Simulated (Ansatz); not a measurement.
CH$_{5}$ClO, closed shell: a pair in one relaxed arrangement.

Input (in.yaml):

```yaml
crystal:
  periodic: [false, false, false]
  atoms:
    - {symbol: Cl, position_ang: [0.601663, 0.831004, -2.646702]}
    - {symbol: H, position_ang: [0.529296, 0.099196, -1.558787]}
    - {symbol: C, position_ang: [-0.200849, 0.141538, 0.917901]}
    - {symbol: O, position_ang: [0.312727, -0.747801, -0.062624]}
    - {symbol: H, position_ang: [0.503357, 0.968982, 0.991138]}
    - {symbol: H, position_ang: [-0.273301, -0.346205, 1.893958]}
    - {symbol: H, position_ang: [-1.179643, 0.539129, 0.633211]}
    - {symbol: H, position_ang: [-0.293151, -1.485843, -0.167997]}
basis:
  gaussian: {orbitals: "def2-TZVPPD.json"}
hamiltonian: {xc: {name: wB97X-V}}
```

The basis file named in the input lies beside it (Basis Set Exchange, JSON).

Launched with

```bash
ansatz run in.yaml --threads 4 --pin off --events-out ev --progress --plain --max-ram 9574MiB
```

Output of Ansatz 0.2.0:

```
Functional definition: wB97X-V
  name "wB97X-V"
  cite "Mardirossian & Head-Gordon, Phys. Chem. Chem. Phys. 16, 9904 (2014) doi:10.1039/C3CP54374A"
  cite "Becke, J. Chem. Phys. 107, 8554 (1997) doi:10.1063/1.475007"
  cite "Vydrov & Van Voorhis, J. Chem. Phys. 133, 244103 (2010) doi:10.1063/1.3521275"
  parameter omega = 0.3/bohr
  parameter cx = 0.167
  parameter cx1 = 0.603
  parameter cx2 = 1.194
  parameter css0 = 0.556
  parameter css1 = -0.257
  parameter cos0 = 1.219
  parameter cos1 = -1.850
  parameter b = 6.0
  parameter c = 0.01
  exchange = spin_sum(e_x_unif_sr(omega)*poly(b97_u_x, 1 - cx, cx1, cx2)) + cx*exact_x_sr(omega) + exact_x_lr(omega)
  correlation = spin_sum(e_c_pw_same_spin*poly(b97_u_same, css0, css1))
      + integral(e_c_pw_opposite_spin*poly(b97_u_opposite, cos0, cos1)) + vv10(b, c)
980 factors; their error is unknown
287 factors; integrals over basis functions are off by at most 3.7e-5 eV
mean field evaluation 1: about -15684.7033 eV, gradient 3.7e1 eV
mean field evaluation 2: about -15685.3084 eV, gradient 3.5e1 eV
mean field evaluation 4: about -15687.1961 eV, gradient 1.3e0 eV
mean field evaluation 8: about -15687.2155 eV, gradient 4.9e-1 eV
mean field evaluation 16: about -15687.2157 eV, gradient 2.8e-5 eV
mean field -15687.21574532 eV, -576.4945454636 hartree, gradient 2.8e-5 eV, S^2 0.000000; 0 other end points of the search recorded, 0 dependent functions left out
reference -15687.21574247 eV, -576.4945453589 hartree; 18, 18 occupied and 195, 195 virtual orbitals, 980 factors
Total energy: -15687.21574247 eV, -576.4945453589 hartree
```

Hardware: 4 CPU threads of an Arm Neoverse V1, shared host. Wall time about 4.1 s.
